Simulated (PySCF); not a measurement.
Question: What does the GFN2-xTB structure of InChI=1S/C5H10F/c1-3-5(2)4-6/h5H,1,3-4H2,2H3/t5-/m1/s1 look like in three dimensions? (Doublet state.)

Answer: 
```xyz
16
C5H10F angstrom
C      1.954   -0.926    0.071
C      1.016    0.112    0.523
C     -0.237    0.211   -0.373
C     -1.090   -1.047   -0.250
C     -1.064    1.436    0.003
F     -0.367    2.592   -0.258
H      2.253   -0.966   -0.959
H      2.403   -1.612    0.760
H      1.503    1.099    0.492
H      0.711   -0.071    1.556
H      0.089    0.328   -1.412
H     -1.945   -1.005   -0.920
H     -0.491   -1.919   -0.500
H     -1.455   -1.162    0.768
H     -1.301    1.448    1.072
H     -1.988    1.490   -0.583
```

Orientation and origin are arbitrary. Atoms count from 1 in this order. C1 (carbon bonded to C and 2 H) is planar (angles 121.4°, 119.9° and 118.5°, sum 359.9°, 0.02 Å off the plane of its three neighbours). Of the pairs four or more bonds apart, C1···H13 is among the closest relative to their van der Waals radii: 2.70 Å, 93 % of the sum of Bondi's values. The 4 C–C bonds span 1.470 Å (C1–C2, drawn single) to 1.544 Å (C2–C3, drawn single), a spread of 0.074 Å.

Bonds between heavy atoms (Å): C1–C2 1.470, C2–C3 1.544, C3–C4 1.525, C3–C5 1.525, C5–F6 1.375.

Computed geometry: GFN2-xTB, gas phase. This method treats the open shell by occupation alone, without spin polarisation.

Point group: C1 (no symmetry element, even within 0.4 Å). Not checked by GFN2-xTB frequencies. Torsions: H–C1–C2–C3 49° and -135°, C1–C2–C3–C4 67°, C2–C3–C5–F6 65°.

One conformer stands for the species.
